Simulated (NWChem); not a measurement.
The numbers come from NWChem runs, not from measurements. System: propane (C$_{3}$H$_{8}$), charge 0, spin multiplicity 1, at a geometry optimised with PBE0/def2-SVP. Level: BP86/def2-TZVP.

Output (cleaned and shortened):

```
             Northwest Computational Chemistry Package (NWChem) 7.3.0
             --------------------------------------------------------

                                NWChem Input Module
                                -------------------

 Scaling coordinates for geometry "geometry" by  1.889725989
 (inverse scale =  0.529177249)

 Turning off AUTOSYM since
 SYMMETRY directive was detected!

                             Geometry "geometry" -> ""
                             -------------------------

 Output coordinates in angstroms (scale by  1.889725989 to convert to a.u.)

  No.       Tag          Charge          X              Y              Z
 ---- ---------------- ---------- -------------- -------------- --------------
    1 C                    6.0000    -1.27109400     0.00000000    -0.25677500
    2 C                    6.0000     0.00000000     0.00000000     0.57929000
    3 C                    6.0000     1.27109400     0.00000000    -0.25677500
    4 H                    1.0000    -2.17399200     0.00000000     0.37317800
    5 H                    1.0000    -1.32120800     0.88750700    -0.90867000
    6 H                    1.0000    -1.32120800    -0.88750700    -0.90867000
    7 H                    1.0000     0.00000000    -0.87915200     1.24694100
    8 H                    1.0000     0.00000000     0.87915200     1.24694100
    9 H                    1.0000     2.17399200     0.00000000     0.37317800
   10 H                    1.0000     1.32120800    -0.88750700    -0.90867000
   11 H                    1.0000     1.32120800     0.88750700    -0.90867000

 Effective nuclear repulsion energy (a.u.)      82.3926212369

            Nuclear Dipole moment (a.u.)
            ----------------------------
        X                 Y               Z
 ---------------- ---------------- ----------------
     0.0000000000     0.0000000000    -0.0000037795

      Symmetry information
      --------------------

 Group name             C2v
 Group number             16
 Group order               4
 No. of unique centers     5

      Symmetry unique atoms

     1    2    4    5    7


 Summary of "ao basis" -> "" (spherical)
 ------------------------------------------------------------------------------
       Tag                 Description            Shells   Functions and Types
 ---------------- ------------------------------  ------  ---------------------
 *                         def2-tzvp                  on all atoms
[...]
              MO Center=  8.1D-14,  1.2D-17,  1.2D-01, r^2= 2.8D+00
   Bfn.  Coefficient  Atom+Function         Bfn.  Coefficient  Atom+Function
  ----- ------------  ---------------      ----- ------------  ---------------
    39      0.247203   2 C  pz                8     -0.197690   1 C  pz
    70     -0.197690   3 C  pz               42      0.182401   2 C  pz
    11     -0.131823   1 C  pz               73     -0.131823   3 C  pz
   113      0.125835   7 H  s               119      0.125835   8 H  s
    45      0.102854   2 C  pz              101      0.096337   5 H  s

 Vector   13  Occ=2.000000D+00  E=-2.858794D-01  Symmetry=b2
              MO Center=  2.3D-15,  1.3D-15,  2.0D-01, r^2= 2.9D+00
   Bfn.  Coefficient  Atom+Function         Bfn.  Coefficient  Atom+Function
  ----- ------------  ---------------      ----- ------------  ---------------
    38      0.240612   2 C  py              113     -0.187102   7 H  s
   119      0.187102   8 H  s                41      0.160416   2 C  py
     7     -0.150152   1 C  py               69     -0.150152   3 C  py
   101     -0.122895   5 H  s               107      0.122895   6 H  s
   131      0.122895  10 H  s               137     -0.122895  11 H  s

 Vector   14  Occ=0.000000D+00  E= 2.236125D-02  Symmetry=a1
              MO Center=  2.3D-13, -5.1D-14,  8.0D-02, r^2= 7.2D+00
   Bfn.  Coefficient  Atom+Function         Bfn.  Coefficient  Atom+Function
  ----- ------------  ---------------      ----- ------------  ---------------
     5      2.022654   1 C  s                67      2.022654   3 C  s
    36      1.759902   2 C  s               114     -1.105159   7 H  s
   120     -1.105159   8 H  s                96     -0.968289   4 H  s
   126     -0.968289   9 H  s               102     -0.956534   5 H  s
   108     -0.956534   6 H  s               132     -0.956534  10 H  s

 Vector   15  Occ=0.000000D+00  E= 6.322138D-02  Symmetry=b1
              MO Center= -2.3D-13,  3.8D-16, -2.4D-01, r^2= 8.7D+00
   Bfn.  Coefficient  Atom+Function         Bfn.  Coefficient  Atom+Function
  ----- ------------  ---------------      ----- ------------  ---------------
     5      4.238498   1 C  s                67     -4.238498   3 C  s
    43      1.380369   2 C  px              102     -1.291830   5 H  s
   108     -1.291830   6 H  s               132      1.291830  10 H  s
   138      1.291830  11 H  s                96     -1.220940   4 H  s
   126      1.220940   9 H  s                12      0.299186   1 C  px

 Vector   16  Occ=0.000000D+00  E= 6.836387D-02  Symmetry=a1
              MO Center= -4.6D-15, -9.2D-16,  1.6D-01, r^2= 7.5D+00
   Bfn.  Coefficient  Atom+Function         Bfn.  Coefficient  Atom+Function
  ----- ------------  ---------------      ----- ------------  ---------------
    36      5.132586   2 C  s                 5     -2.876473   1 C  s
    67     -2.876473   3 C  s               114     -1.452275   7 H  s
   120     -1.452275   8 H  s               102      1.072485   5 H  s
   108      1.072485   6 H  s               132      1.072485  10 H  s
   138      1.072485  11 H  s                12     -0.750193   1 C  px

 center of mass
 --------------
 x =   0.00000000 y =   0.00000000 z =   0.01678401

 moments of inertia (a.u.)
 ------------------
          61.002415778642           0.000000000000           0.000000000000
           0.000000000000         241.721571697301           0.000000000000
           0.000000000000           0.000000000000         214.524573532902

     Multipole analysis of the density
     ---------------------------------

     L   x y z        total         alpha         beta         nuclear
     -   - - -        -----         -----         ----         -------
     0   0 0 0      0.000000    -13.000000    -13.000000     26.000000

     1   1 0 0     -0.000000     -0.000000     -0.000000      0.000000
     1   0 1 0     -0.000000     -0.000000     -0.000000      0.000000
     1   0 0 1      0.037628      0.018816      0.018816     -0.000004

     2   2 0 0    -16.715746    -72.320999    -72.320999    127.926252
     2   1 1 0     -0.000000     -0.000000     -0.000000      0.000000
     2   1 0 1     -0.000000     -0.000000     -0.000000      0.000000
     2   0 2 0    -16.078673    -16.425073    -16.425073     16.771472
     2   0 1 1      0.000000      0.000000      0.000000      0.000000
     2   0 0 2    -16.452903    -25.181212    -25.181212     33.909521

 Task  times  cpu:        6.3s     wall:        6.3s

 Total times  cpu:        6.3s     wall:        6.3s
```

Question: Write an NWChem input that would produce this output.

Answer: Several could match; the one computed here: 
```
start mol
memory heap 200 mb stack 900 mb global 1100 mb
geometry units angstroms nocenter noautoz
  C     -1.271094     0.000000    -0.256775
  C      0.000000     0.000000     0.579290
  C      1.271094     0.000000    -0.256775
  H     -2.173992     0.000000     0.373178
  H     -1.321208     0.887507    -0.908670
  H     -1.321208    -0.887507    -0.908670
  H      0.000000    -0.879152     1.246941
  H      0.000000     0.879152     1.246941
  H      2.173992     0.000000     0.373178
  H      1.321208    -0.887507    -0.908670
  H      1.321208     0.887507    -0.908670
  symmetry group C2v
end
basis spherical
  * library def2-tzvp
end
dft
  xc becke88 perdew86
  semidirect memsize 60000000 filesize 0
  iterations 100
end
task dft energy
```
